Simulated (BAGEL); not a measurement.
**HF (hydrogen fluoride) at CASPT2(8,5)/cc-pVTZ (density fitting with qzvpp-jkfit)**

Aim: the energy change on altering one bond length of HF (hydrogen fluoride) at CASPT2(8,5)/cc-pVTZ (density fitting with qzvpp-jkfit), from 2 runs. 

The results are computed with BAGEL 1.2.2.

20 further runs of the same task are left out: 20 set aside as unsound or not needed.

**1. The molecule**

HF has 2 atoms, charge 0, and is taken as a singlet. SMILES: `F`. The shape is that of a PBE0-D4/def2-TZVP optimisation.

Bond lengths: F1–H2 0.920 Å.

**2. The energy at CASPT2(8,5)/cc-pVTZ (density fitting with qzvpp-jkfit)**

Input file caspt2.json:

```json
{ "bagel" : [

{
  "title" : "molecule",
  "basis" : "cc-pvtz.json",
  "df_basis" : "qzvpp-jkfit",
  "angstrom" : true,
  "geometry" : [
    { "atom" : "F", "xyz" : [   -0.390000,    0.144600,   -0.196400 ] },
    { "atom" : "H", "xyz" : [    0.390000,   -0.144600,    0.196400 ] }
  ]
},
{
  "title" : "hf"
},
{
  "title" : "casscf",
  "nstate" : 1,
  "nact" : 5,
  "nclosed" : 1,
  "maxiter" : 200,
  "natocc" : true
},
{
  "title" : "print",
  "file" : "orbitals.molden",
  "orbitals" : true
},
{
  "title" : "smith",
  "method" : "caspt2",
  "ms" : true,
  "xms" : true,
  "sssr" : true,
  "shift" : 0.0,
  "ncore" : 1
}

]}
```

The basis set cc-pVTZ is read from a file made from the Basis Set Exchange's data (not shown).

The run is started by

```bash
BAGEL_NUM_THREADS=1 BAGEL caspt2.json > caspt2.out
```

What it wrote:

```text
* using 1 threads per process

  ===============================================================
  ===============================================================

  *** Geometry ***

  { "atom" : "F", "xyz" : [     -0.736993,      0.273254,     -0.371142 ] },
  { "atom" : "H", "xyz" : [      0.736993,     -0.273254,      0.371142 ] },

  Number of auxiliary basis functions:       95

  Since a DF basis is specified, we compute 2- and 3-index integrals:
    o Being stored without compression. Storage requirement is 0.001 GB

  Number of basis functions:       44
  Number of electrons      :       10

    * METHOD: MOLECULE                             0.01

  *** RHF ***

  === Nuclear Repulsion ===
     5.1769523111

      * DIIS with orbital gradients will be used.

  === RHF iteration (cc-pvtz.json) ===
      0        -99.90847463          0.04173145           0.00
      1       -100.00180606          0.02530398           0.00
      2       -100.05752552          0.00182174           0.00
      3       -100.05785515          0.00029793           0.00
      4       -100.05786644          0.00005449           0.00
      5       -100.05786691          0.00001081           0.00
      6       -100.05786693          0.00000090           0.00
      7       -100.05786693          0.00000018           0.00
      8       -100.05786693          0.00000006           0.00
      9       -100.05786693          0.00000001           0.00
     10       -100.05786693          0.00000000           0.00
    * SCF iteration converged.

    * Permanent dipole moment:
           (   -0.649507,     0.240817,    -0.327085) a.u.

    * METHOD: HF                                   0.03

  ---------------------------
      CASSCF calculation
  ---------------------------

    * nstate   :      1
    * nclosed  :      1
    * nact     :      5
    * nvirt    :     38
  === CASSCF iteration (cc-pvtz.json) ===

    * Using the second-order algorithm

      0  0      -100.05889096     7.01e-04      0.00

      1  0      -100.07875360     4.22e-03      0.01

      2  0      -100.08199598     1.70e-03      0.01

      3  0      -100.08227797     1.09e-03      0.01

      4  0      -100.08232577     5.46e-04      0.01

      5  0      -100.08233568     2.55e-04      0.01

      6  0      -100.08233775     1.16e-04      0.01

      7  0      -100.08233819     5.21e-05      0.01

      8  0      -100.08233828     2.35e-05      0.01

      9  0      -100.08233830     1.06e-05      0.01

     10  0      -100.08233830     4.82e-06      0.01

     11  0      -100.08233830     2.19e-06      0.01

     12  0      -100.08233830     9.96e-07      0.01

     13  0      -100.08233830     4.54e-07      0.01

     14  0      -100.08233830     2.07e-07      0.01

     15  0      -100.08233830     9.43e-08      0.01

     16  0      -100.08233830     4.30e-08      0.01

     17  0      -100.08233830     1.97e-08      0.01

     18  0      -100.08233830     8.98e-09      0.01

    * Second-order optimization converged. *

     guess   0:   closed 1111.                open .....

  === FCI iteration ===

      0  0      -100.05742066     4.96e-02      0.00
      1  0      -100.08178511     7.77e-03      0.00
      2  0      -100.08232248     1.12e-03      0.00
      3  0      -100.08233793     1.70e-04      0.00
      4  0      -100.08233830     1.12e-05      0.00
      5  0      -100.08233830     2.37e-07      0.00
      6  0 *    -100.08233830     1.02e-14      0.00

     * ci vector, state   0, <S^2> = 0.0000
       2222.     0.9947837478
       222.2    -0.1003812027

    * METHOD: CASSCF                               0.17

    * METHOD: PRINT                                0.00

  === SMITH program ===

    * freezing 1 orbital

    * Approximate memory requirement for SMITH calulation per MPI process:
      o Storage requirement for T-amplitude, lambda, and residual is 0.00 GB
      o Storage requirement for MO integrals is 0.00 GB
    * Calculating and saving rdm4f

    * Zeroth order energy : state  0       -7.5886330541

    * CASPT2 iteration is performed using redundant basis

      ---- iteration ----

        0    -0.24274753     0.01882500      0.01
        1    -0.24417377     0.00186052      0.01
        2    -0.24421947     0.00027481      0.01
        3    -0.24421981     0.00002437      0.01
        4    -0.24421982     0.00000314      0.01
        5    -0.24421982     0.00000054      0.01

      -------------------

    * CASPT2 energy : state  0     -100.3265581187
        reference weight              0.9604052251

    * METHOD: SMITH                                0.09

  ===============================================================
```

Run time: 0.46 s. Hardware: 1 thread of Intel Xeon 6975P-C (Granite Rapids), shared host.

**3. The distorted shape**

Input file caspt2.json:

```json
{ "bagel" : [

{
  "title" : "molecule",
  "basis" : "cc-pvtz.json",
  "df_basis" : "qzvpp-jkfit",
  "angstrom" : true,
  "geometry" : [
    { "atom" : "F", "xyz" : [   -0.507038,    0.187994,   -0.255339 ] },
    { "atom" : "H", "xyz" : [    0.390000,   -0.144600,    0.196400 ] }
  ]
},
{ "title" : "hf" },
{ "title" : "casscf", "nstate" : 1, "nact" : 5, "nclosed" : 1, "maxiter" : 200, "natocc" : true },
{ "title" : "print", "file" : "orbitals.molden", "orbitals" : true },
{ "title" : "smith", "method" : "caspt2", "ms" : true, "xms" : true, "sssr" : true, "shift" : 0.0, "ncore" : 1 }

]}
```

The basis set cc-pVTZ is read from a file made from the Basis Set Exchange's data (not shown).

The run is started by

```bash
BAGEL_NUM_THREADS=1 BAGEL caspt2.json > caspt2.out
```

What it wrote:

```text
* using 1 threads per process

  ===============================================================
  ===============================================================

  *** Geometry ***

  { "atom" : "F", "xyz" : [     -0.958163,      0.355257,     -0.482521 ] },
  { "atom" : "H", "xyz" : [      0.736993,     -0.273254,      0.371142 ] },

  Number of auxiliary basis functions:       95

  Since a DF basis is specified, we compute 2- and 3-index integrals:
    o Being stored without compression. Storage requirement is 0.001 GB

  Number of basis functions:       44
  Number of electrons      :       10

    * METHOD: MOLECULE                             0.01

  *** RHF ***

  === Nuclear Repulsion ===
     4.5015073297

      * DIIS with orbital gradients will be used.

  === RHF iteration (cc-pvtz.json) ===
      0        -99.87032427          0.04151262           0.00
      1        -99.96234293          0.02771305           0.00
      2       -100.03451922          0.00223997           0.00
      3       -100.03516927          0.00047672           0.00
      4       -100.03520255          0.00008915           0.00
      5       -100.03520385          0.00001653           0.00
      6       -100.03520389          0.00000111           0.00
      7       -100.03520389          0.00000025           0.00
      8       -100.03520389          0.00000006           0.00
      9       -100.03520389          0.00000001           0.00
     10       -100.03520389          0.00000000           0.00
    * SCF iteration converged.

    * Permanent dipole moment:
           (   -0.739685,     0.274252,    -0.372498) a.u.

    * METHOD: HF                                   0.03

  ---------------------------
      CASSCF calculation
  ---------------------------

    * nstate   :      1
    * nclosed  :      1
    * nact     :      5
    * nvirt    :     38
  === CASSCF iteration (cc-pvtz.json) ===

    * Using the second-order algorithm

      0  0      -100.03819194     1.87e-03      0.00

      1  0      -100.06311170     4.90e-03      0.01

      2  0      -100.06633645     2.32e-03      0.01

      3  0      -100.06660874     1.21e-03      0.01

      4  0      -100.06664875     5.43e-04      0.01

      5  0      -100.06665570     2.31e-04      0.01

      6  0      -100.06665691     9.65e-05      0.01

      7  0      -100.06665712     4.01e-05      0.01

      8  0      -100.06665716     1.66e-05      0.01

      9  0      -100.06665716     6.91e-06      0.01

     10  0      -100.06665716     2.87e-06      0.01

     11  0      -100.06665716     1.19e-06      0.01

     12  0      -100.06665716     4.95e-07      0.01

     13  0      -100.06665716     2.06e-07      0.01

     14  0      -100.06665716     8.57e-08      0.01

     15  0      -100.06665716     3.56e-08      0.01

     16  0      -100.06665716     1.48e-08      0.01

     17  0      -100.06665716     6.20e-09      0.01

    * Second-order optimization converged. *

     guess   0:   closed 1111.                open .....

  === FCI iteration ===

      0  0      -100.03417055     4.92e-02      0.00
      1  0      -100.06577239     8.20e-03      0.00
      2  0      -100.06661554     1.66e-03      0.00
      3  0      -100.06665653     2.32e-04      0.00
      4  0      -100.06665716     1.88e-05      0.00
      5  0      -100.06665716     1.02e-06      0.00
      6  0 *    -100.06665716     1.26e-14      0.00

     * ci vector, state   0, <S^2> = -0.0000
       2222.     0.9909089863
       222.2    -0.1328949433

    * METHOD: CASSCF                               0.12

    * METHOD: PRINT                                0.00

  === SMITH program ===

    * freezing 1 orbital

    * Approximate memory requirement for SMITH calulation per MPI process:
      o Storage requirement for T-amplitude, lambda, and residual is 0.00 GB
      o Storage requirement for MO integrals is 0.00 GB
    * Calculating and saving rdm4f

    * Zeroth order energy : state  0       -7.2048752583

    * CASPT2 iteration is performed using redundant basis

      ---- iteration ----

        0    -0.24366790     0.01545854      0.01
        1    -0.24477373     0.00129938      0.01
        2    -0.24479880     0.00017132      0.01
        3    -0.24479897     0.00001427      0.01
        4    -0.24479897     0.00000173      0.01
        5    -0.24479897     0.00000032      0.01

      -------------------

    * CASPT2 energy : state  0     -100.3114561366
        reference weight              0.9588207748

    * METHOD: SMITH                                0.07

  ===============================================================
```

It took 0.4 s on 1 thread of Intel Xeon 6975P-C (Granite Rapids), shared host.

**4. What came out**

At CASPT2(8,5)/cc-pVTZ (density fitting with qzvpp-jkfit), 1 core orbital frozen:

```
                                                         quantity          value
                                        first shape: total energy  -100.32656 Eh
                                    distorted shape: total energy  -100.31146 Eh
energy change with the F1–H2 bond stretched from 0.920 to 1.058 Å       0.411 eV
```

What this shows: With the F1–H2 bond stretched from 0.920 to 1.058 Å the energy rises by 0.41 eV (9.5 kcal/mol). The first shape isn't relaxed at this level, so the change isn't measured from a minimum.
